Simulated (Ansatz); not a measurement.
Write a Python script for the Ansatz DFT code, driven from Python that makes a geometry optimisation of H2NO, SMILES N[O]. Use: PBE0, def2-TZVP basis, multiplicity 2.

```xyz
4

N    -0.0915    0.0066    0.3189
O     1.1913   -0.0171   -0.1113
H    -0.5606   -0.8325   -0.0895
H    -0.5392    0.8430   -0.1180
```

`opt_h2no.py`
```python
import ansatz as az
from ase import Atoms
import numpy as np

atoms = Atoms(["N", "O", "H", "H"], positions=[
    (-0.0915, 0.0066, 0.3189),
    (1.1913, -0.0171, -0.1113),
    (-0.5606, -0.8325, -0.0895),
    (-0.5392, 0.843, -0.118),
])
system = az.Crystal.molecule_from_ase(atoms)

calc = (
    system.calculation()
    .basis(gaussian="def2-TZVP")
    .functional("PBE0")
    .spin("collinear", total=1)
)
symbols = [site.symbol for site in system.cartesian_sites]
start = np.array([site.position_ang for site in system.cartesian_sites], dtype=float)
def progress(event):
    if event["event"] == "relax_step":
        row = event["data"]
        print(f"step {row['step']:3d}  E = {row['lagrangian_ev']:.6f} eV  max force {row['allowed_force_max_ev_ang']:.4f} eV/A")


rep = calc.relax(force_tolerance=0.01).session().plan().execute(on_event=progress).report
end = np.array(rep["positions_ang"])

print(f"E = {rep['free_energy_ev']:.6f} eV = {rep['free_energy_ev'] / 27.211386246:.7f} Ha")
print("converged:", rep["converged"], " doubts:", rep["published_state_doubts"] or "none")

print("final positions (A) and the move of each atom")
for symbol, xyz, old in zip(symbols, end, start):
    print(f"{symbol:2s} {xyz[0]:10.5f} {xyz[1]:10.5f} {xyz[2]:10.5f}   {np.linalg.norm(xyz - old):7.4f}")

charges = rep["charge_distribution"]
print("dipole moment", round(4.803205 * float(np.linalg.norm(charges["dipole_moment_e_ang"])), 3), "D")
print("Mulliken:", [(s, round(q, 3)) for s, q in zip(symbols, charges["mulliken_charges_e"])])
```

```console
$ python opt_h2no.py
step   1  E = -3564.488082 eV  max force 3.1362 eV/A
step   2  E = -3564.698826 eV  max force 1.8588 eV/A
step   3  E = -3564.684443 eV  max force 5.2731 eV/A
step   4  E = -3564.818733 eV  max force 0.9057 eV/A
step   5  E = -3564.871342 eV  max force 0.4335 eV/A
step   6  E = -3564.875177 eV  max force 0.1129 eV/A
step   7  E = -3564.875316 eV  max force 0.0338 eV/A
step   8  E = -3564.875331 eV  max force 0.0017 eV/A
E = -3564.875348 eV = -131.0067527 Ha
converged: True  doubts: none
final positions (A) and the move of each atom
N    -0.05972    0.00183    0.06262    0.2583
O     1.19906   -0.01592   -0.03623    0.0755
H    -0.58082   -0.86657    0.00172    0.0994
H    -0.55852    0.88066   -0.02801    0.0995
dipole moment 3.063 D
Mulliken: [('N', -0.156), ('O', -0.321), ('H', 0.238), ('H', 0.238)]
```

What to keep in mind:
- These settings explore the input space; basis and method may be short of convergence.
- The end point is the stationary point reached from this start; no frequency run checks that it is a minimum, and the basis set is modest.
- The species is open-shell (spin multiplicity 2).
- Timing: 9.3 s on 1 thread of Intel(R) Xeon(R) Platinum 8488C (Sapphire Rapids), on a shared host, peak memory 0.2 GiB.

(Lines on the test bed's own set-up are left out of the output.)
